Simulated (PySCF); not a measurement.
## P(OH)₃: from structure and modes to constants

Computed with PBE0 in PySCF with P def2-TZVP, O def2-TZVP, H def2-TZVP; no relativity; density-fitted integrals.

The singlet minimum has C1 symmetry. Masses (u): P 30.97376, O 15.99492, H 1.00782.

```xyz
7
charge 0 multiplicity 1, angstrom
P    -0.0194    0.4904   -0.0494
O     0.2205   -0.2376    1.3945
O     1.2043   -0.2210   -0.8165
O    -1.3226   -0.4139   -0.4854
H    -0.5137   -0.0967    1.9996
H     1.2910   -1.1590   -0.5970
H    -1.8394    0.0398   -1.1581
```

Harmonic wavenumbers (cm⁻¹): 143.0 (a, ×1), 262.7 (a, ×1), 305.5 (a, ×1), 397.0 (a, ×1), 453.6 (a, ×1), 467.0 (a, ×1), 811.6 (a, ×1), 836.6 (a, ×1), 873.6 (a, ×1), 976.2 (a, ×1), 1002.6 (a, ×1), 1054.9 (a, ×1), 3781.1 (a, ×1), 3869.4 (a, ×1), 3873.9 (a, ×1).

Find the principal moments of inertia and the rotational constants. What kind of rotor is it?

About the centre of mass I = 64.508, 70.556, 108.76 u Å². With B = 16.8576/I this gives 0.2613, 0.2389, 0.155 cm⁻¹. The molecule is an asymmetric top with κ = 0.58.

What is the harmonic zero-point energy?

Half the sum of all 15 wavenumbers, 19109/2 = 9554 cm⁻¹, which is 114.3 kJ/mol (1 cm⁻¹ = 0.0119627 kJ/mol).

Find the vibrational entropy and heat capacity at 298.15 K.

With u = 1.43878 ω/T, each mode gives S = R[u/(eᵘ−1) − ln(1−e⁻ᵘ)] and C = R u² eᵘ/(eᵘ−1)².
| ω (cm⁻¹) | u | S (J/(mol K)) | C (J/(mol K)) |
| --- | --- | --- | --- |
| 143.0 | 0.690 | 11.56 | 7.99 |
| 262.7 | 1.268 | 6.88 | 7.28 |
| 305.5 | 1.474 | 5.80 | 6.96 |
| 397.0 | 1.916 | 4.07 | 6.18 |
| 453.6 | 2.189 | 3.28 | 5.66 |
| 467.0 | 2.253 | 3.12 | 5.54 |
| 811.6 | 3.916 | 0.83 | 2.64 |
| 836.6 | 4.037 | 0.75 | 2.48 |
| 873.6 | 4.216 | 0.65 | 2.25 |
| 976.2 | 4.711 | 0.43 | 1.69 |
| 1002.6 | 4.838 | 0.39 | 1.57 |
| 1054.9 | 5.091 | 0.31 | 1.34 |
| 3781.1 | 18.246 | 0.00 | 0.00 |
| 3869.4 | 18.672 | 0.00 | 0.00 |
| 3873.9 | 18.694 | 0.00 | 0.00 |
The sums over all modes are S = 38.1 and C = 51.6 J/(mol K); the softest mode gives 30 % of the entropy.

Give the standard entropy (298.15 K, 1 bar) by its translational, rotational, vibrational and spin parts, and Cp.

Sackur–Tetrode with M = 81.98 u gives 163.8; rotation with symmetry number 1 gives 103.0; vibration 38.1; spin R ln 1 = 0.0. The total is 304.9 J/(mol K), and Cp = 4 R + 51.6 = 84.8 J/(mol K).

Other isomers or separated fragments may lie lower.
